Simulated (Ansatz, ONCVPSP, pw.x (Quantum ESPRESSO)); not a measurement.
# Cl: does the ONCV potential hold in the solid?

- Element: Cl (Z = 17)
- Generator: ONCVPSP 4.0.1.1 (patched build)
- Type: optimised norm-conserving Vanderbilt (ONCV)
- Functional: PBEsol
- Relativity: scalar-relativistic
- Frozen core: [Ne]
- Valence charge: 7
- Reference configuration: 3s1.75 3p5.25
- Partial waves: 3s: rc 1.25 bohr, ncon 5, nbas 10, qcut 5.3 1/bohr, 1 projector; 3p: rc 1.45 bohr, ncon 3, nbas 6, qcut 6.7 1/bohr, 2 projectors, debl 2.3 Ha
- Local potential: polynomial inside 0.90 bohr (lpopt 3, dvloc0 3 Ha)
- Core correction: none

Atomic tests: cutoffs needed: 17 Ha and 54 Ha (the cutoffs (Ha) at which the residual kinetic energy of the hardest occupied pseudo-wave falls to 1 and 0.1 mHa per electron); ghost test: no bound ghost flagged; no localised positive-energy state flagged; largest excitation error: +17 meV (all-electron minus pseudo) for 3s2 3p3, out of 4 test configurations.

Crystal test: fcc Cl in pw.x 7.5, no spin, 13³ k-points, Fermi–Dirac smearing 0.01 Ry, cutoffs 125/500 Ry. The reference is all-electron LAPW (Ansatz 0.2.0) with the same functional, mesh and smearing; V0 and B0 come from Birch–Murnaghan fits to the pressures at five volumes. Errors are pseudo minus all-electron; Δ is the rms difference of the E(V) curves that follow from these fits, minima aligned, over ±6 % about the mean V0. Mesh and smearing are coarse, so the numbers serve the comparison and aren't converged zero-temperature values; the lattice is a test structure that the element need not adopt.

All-electron: a0 = 4.256 Å (V0 = 19.28 Å³/atom), B0 = 41.8 GPa.

Q: How far does the potential miss the all-electron equation of state?

A: mean pressure error (GPa): +0.68; a0 (Å): 4.278; a0 error (%): +0.52; B0 error (%): -1.2; Δ (meV/atom): 2.8. This is a poor potential for the solid.

```json
{"V (Å³/atom)": "18.335", "P all-electron (GPa)": "2.39", "P pseudo (GPa)": "3.24"}
{"V (Å³/atom)": "18.817", "P all-electron (GPa)": "1.08", "P pseudo (GPa)": "1.83"}
{"V (Å³/atom)": "19.300", "P all-electron (GPa)": "-0.05", "P pseudo (GPa)": "0.62"}
{"V (Å³/atom)": "19.782", "P all-electron (GPa)": "-1.01", "P pseudo (GPa)": "-0.42"}
{"V (Å³/atom)": "20.265", "P all-electron (GPa)": "-1.83", "P pseudo (GPa)": "-1.29"}
```

Q: At the middle volume, how do free energy and pressure move when the wave cutoff is lowered (ecutrho kept at four times it)?

A:

```tsv
cutoff (Ry)	shift of F (meV/atom)	shift of P (GPa)
56	+17.4	-0.37
75	+7.9	+0.02
100	+4.0	-0.13
```

Input at the middle volume:

```
&control
  calculation='scf', prefix='x', pseudo_dir='./', outdir='./tmp', tstress=.true., disk_io='low'
/
&system
  ibrav=0, nat=1, ntyp=1, ecutwfc=125, ecutrho=500, nbnd=11,
  occupations='smearing', smearing='fd', degauss=0.01
/
&electrons
  conv_thr=1e-09, mixing_beta=0.4, electron_maxstep=70
/
ATOMIC_SPECIES
Cl 1.0 Cl.UPF
CELL_PARAMETERS angstrom
  0.00000000 2.12900054 2.12900054
  2.12900054 0.00000000 2.12900054
  2.12900054 2.12900054 0.00000000
ATOMIC_POSITIONS crystal
Cl 0.0000 0.0000 0.0000
K_POINTS automatic
13 13 13 0 0 0
```

```bash
pw.x < Cl.scf.in > Cl.scf.out
```

Lines of the output:

```
Message from routine setup:
     using ibrav=0 with symmetry is DISCOURAGED, use correct ibrav instead
     lattice parameter (alat)  =       5.6897  a.u.
     unit-cell volume          =     130.2429 (a.u.)^3
     number of electrons       =         7.00
     number of Kohn-Sham states=           11
     kinetic-energy cutoff     =     125.0000  Ry
     charge density cutoff     =     500.0000  Ry
     scf convergence threshold =      1.0E-09
     Exchange-correlation= PBESOL
     number of k points=    84  Fermi-Dirac smearing, width (Ry)=  0.0100
     iteration #  1     ecut=   125.00 Ry     beta= 0.40
     total energy              =     -29.88476584 Ry
     estimated scf accuracy    <       0.00005895 Ry
     iteration #  2     ecut=   125.00 Ry     beta= 0.40
     total energy              =     -29.88478704 Ry
     estimated scf accuracy    <       0.00001750 Ry
     iteration #  3     ecut=   125.00 Ry     beta= 0.40
     total energy              =     -29.88479021 Ry
     estimated scf accuracy    <       0.00000140 Ry
     iteration #  4     ecut=   125.00 Ry     beta= 0.40
     the Fermi energy is     4.3931 ev
!    total energy              =     -29.88479033 Ry
     estimated scf accuracy    <          5.2E-10 Ry
     smearing contrib. (-TS)   =      -0.00679447 Ry
     The total energy is F=E-TS. E is the sum of the following terms:
     one-electron contribution =       0.58182162 Ry
     hartree contribution      =       3.08771153 Ry
     xc contribution           =      -5.62738069 Ry
     ewald contribution        =     -27.92014832 Ry
     convergence has been achieved in   4 iterations
          total   stress  (Ry/bohr**3)                   (kbar)     P=        6.16
```

The run at the middle volume (84 k-points, 4 iterations) took about 15 s on one core of a shared host (AMD EPYC 9R45 96-Core Processor, 96 threads, 376 GiB, load 48).
